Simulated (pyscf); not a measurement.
**Addition across a multiple bond or ene-type step: O=W(OH)(F)(F)–F + NH₃ → H₂N–W(OH)(OH)(F)(F)–F**

Gas phase, singlet surface, charge 0. Bonds broken: N8–H9. Bonds formed: O1–H9, W2–N8. Structures and frequencies: ωB97X-D3(BJ)/def2-SVP in PySCF.

Transition state (Å):

```xyz
11

O      0.4143     1.0430     0.7391
W     -1.0642     0.3624    -0.0444
O     -0.1226    -0.6066    -1.3304
F     -2.4020     0.3643    -1.3775
F     -1.2876    -1.0936     1.1024
F     -2.3937     1.1758     0.9894
H     -0.4911    -1.0631    -2.0983
N     -0.6935     2.3220    -0.8286
H      0.3975     1.9474     0.1258
H     -0.7093     2.4031    -1.8462
H     -1.3584     3.0132    -0.4764
```

One imaginary mode, 983i cm⁻¹; descent along it reached the two sides named, in the forms told below.

```csv
bond,change,reactant side (Å),saddle,product side
N8–H9,breaks,1.022,1.497,3.0
O1–H9,forms,2.9,1.093,0.963
W2–N8,forms,2.260,2.143,1.943
```

Electronic energies relative to the separated reactants (kJ/mol):

```tsv
level	barrier	reaction energy	reverse barrier
ωB97X-D3(BJ)/def2-TZVP	94.7	-9.5	104.1
PBE/def2-TZVP	92.9	+4.0	88.9
r²SCAN/def2-TZVP	87.3	-11.9	99.2
B3LYP-D3(BJ)/def2-TZVP	100.0	-5.2	105.1
PBE0-D3(BJ)/def2-TZVP	91.3	-8.4	99.7
M06-2X/def2-TZVP	99.6	-8.3	107.9
ωB97M-D3(BJ)/def2-TZVP	105.2	+1.7	103.5
HF/def2-TZVP	160.0	+18.2	141.8
```

With ωB97M-D3(BJ)/def2-TZVP energies and thermal terms (ideal gas, 1 atm, RRHO with modes under 100 cm⁻¹ raised to 100, one conformer, R ln 2 for chiral ones without a mode under 150 cm⁻¹), in kJ/mol:

```json
[
 {"T (K)": "298", "ΔH‡": "102.5", "ΔG‡": "151.2", "ΔH": "+6.2", "ΔG": "+54.7"},
 {"T (K)": "600", "ΔH‡": "103.2", "ΔG‡": "200.6", "ΔH": "+10.3", "ΔG": "+102.5"},
 {"T (K)": "900", "ΔH‡": "105.8", "ΔG‡": "248.8", "ΔH": "+15.8", "ΔG": "+147.5"},
 {"T (K)": "1200", "ΔH‡": "108.9", "ΔG‡": "296.0", "ΔH": "+21.2", "ΔG": "+190.5"}
]
```

On the reactant side the descent ends in an adduct with a N–W contact (not fully relaxed), 99.6 kJ/mol under the separated species and 194.2 kJ/mol under the saddle at ωB97X-D3(BJ)/def2-TZVP. On the product side the descent ends in a point that may be a rotor saddle (no frequency run), 14.3 kJ/mol over the lowest minimum found and 89.8 kJ/mol under the saddle at ωB97X-D3(BJ)/def2-TZVP. What is counted as formed (N–W) is already present as a longer contact in the reactant adduct; forming that adduct is a step of its own. This is the saddle that the search found; another between the same sides may lie lower. Elements past Kr carry the def2 core potentials, without spin-orbit coupling.
